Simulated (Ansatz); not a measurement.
# Chalcopyrite CuGaSe2

Method: PBE-D3(BJ) in Ansatz (PAW).

Run with plane-wave cutoff 500 eV, 10×10×10 k mesh, Fermi–Dirac smearing 0.05 eV, no spin polarisation, scalar-relativistic PAW data made under PBE.

Cell (relaxed at this level):

```xyz
8
Lattice="-2.7977 2.7977 5.5526 2.7977 -2.7977 5.5526 2.7977 2.7977 -5.5526" Properties=species:S:1:pos:R:3 pbc="T T T"
Ga     0.0000     0.0000     5.5526
Ga     2.7977     0.0000     2.7763
Cu     0.0000     0.0000     0.0000
Cu     0.0000     2.7977     2.7763
Se     1.4372     1.3988     6.9407
Se     1.3988    -1.4372     4.1644
Se     1.3605     1.3988     1.3881
Se    -1.3988     1.4372     4.1644
```

```
Property                        Value
--------  ---------------------------
band gap  0.16 eV (on the SCF k mesh)
```

Measured, for comparison: band gap 1.67 eV (temperature not stated, not corrected to a static lattice, direct or pseudo-direct at Γ; as tabulated in Ghosh et al. (2024), arXiv:2401.16805).

Spin–orbit coupling is not included.

Computed values are for the static lattice.

Ansatz is a quantum-chemistry and plane-wave program.
